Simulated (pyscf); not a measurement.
PySCF, gas phase, ωB97X-D3(BJ)/def2-SVP geometries. Correlated levels are frozen-core, on RHF or UHF. ΔMP2 is the change of the MP2 total energy from the triple- to the quadruple-zeta basis.

Q: Estimate by transition-state theory (the high-pressure limit) the rate constant of •H₂C–CH₂–Br -> H₃C–CH•–Br (doublet surface; C–H broken, C–H formed) at 600 K, with CCSD(T)/def2-TZVPP + ΔMP2(QZVPP) energies (ideal gas, 1 atm, RRHO with modes under 100 cm⁻¹ raised to 100, one conformer, R ln 2 for rigid chiral ones; no tunnelling).

A: The electronic barrier is 45.0 kcal/mol and the thermal terms add -3.0, so ΔG‡ = 42.1 kcal/mol. With k_BT/h = 1.25e+13 s⁻¹ and RT = 1.192 kcal/mol, k = 5.9e-03 s⁻¹. Wigner's tunnelling factor for 2007i cm⁻¹ would be 1.96, likely too low at so high a frequency. A shift of 1 kcal/mol in the barrier changes k by a factor 2.3. The same reactants have a lower exit, to H₂C=CH₂ + Br• (no saddle counted: cutting one bond, which may have a small barrier of its own, costs +8.2 kcal/mol at ωB97M-D3(BJ), against +44.1 kcal/mol here). This is the saddle that the search found; another between the same sides may lie lower. The CCSD(T) − MP2 part came from Ansatz, without density fitting, on the same reference. The frozen core leaves the outer d or s,p core shells of the metals and heavy elements correlated in the MP2 and CC values, and def2-TZVPP describes them poorly, which can shift differences by a few kcal/mol. Elements up to Kr have no core potential and no relativistic terms here.
